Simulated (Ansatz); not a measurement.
Energy needed to pull apart CH2O (SMILES C=O), singlet, into free ground-state atoms, from the structure below (displaced at random from a GFN2-xTB minimum); no zero-point or spin–orbit terms; open-shell atoms are treated unrestricted, in their ground-state multiplicity.

```xyz
4
angstrom
C -0.0052 -0.0061 0.0501
O 0.6917 0.5287 0.8217
H -0.5746 0.5114 -0.7843
H -0.1387 -1.1162 -0.0371
```

Program: Ansatz 0.2.0. Basis: def2-TZVPP. Cores are frozen in the correlated methods.

```json
{"method": "PBE-D4", "atomization energy (eV)": "16.67"}
{"method": "revPBE-D4", "atomization energy (eV)": "?"}
{"method": "r2SCAN-D4", "atomization energy (eV)": "16.12"}
{"method": "PBE0-D4", "atomization energy (eV)": "16.09"}
{"method": "r2SCANh-D4", "atomization energy (eV)": "15.93"}
{"method": "wB97M-V", "atomization energy (eV)": "16.16"}
{"method": "HF", "atomization energy (eV)": "11.10"}
{"method": "MP2", "atomization energy (eV)": "?"}
{"method": "CCSD", "atomization energy (eV)": "15.38"}
{"method": "CCSD(T)", "atomization energy (eV)": "15.68"}
```

**Question.** What does revPBE-D4 give? (Judge from chemistry; the value comes from the calculation.)

**Answer.** By the calculation: 16.20 eV, which is about 0.53 eV more than CCSD(T)/def2-TZVPP.

**Question.** What does MP2 give? (Judge from chemistry; the value comes from the calculation.)

**Answer.** The calculation gives: 16.08 eV, which is about 0.40 eV more than CCSD(T)/def2-TZVPP.

In triple zeta the MP2 and coupled-cluster atomization energies are still short of their basis limit by a few kcal/mol a bond, whereas those of the functionals are nearly converged, so these differences are not deviations from converged CCSD(T).

T1 diagnostic: at most 0.015.

For scale, one of the runs: CCSD(T)/def2-TZVPP forces, 90 basis functions (an equivalent command: `ansatz run in.yaml --threads 4`). The run took about 4.1 s on 4 CPU threads (shared host).
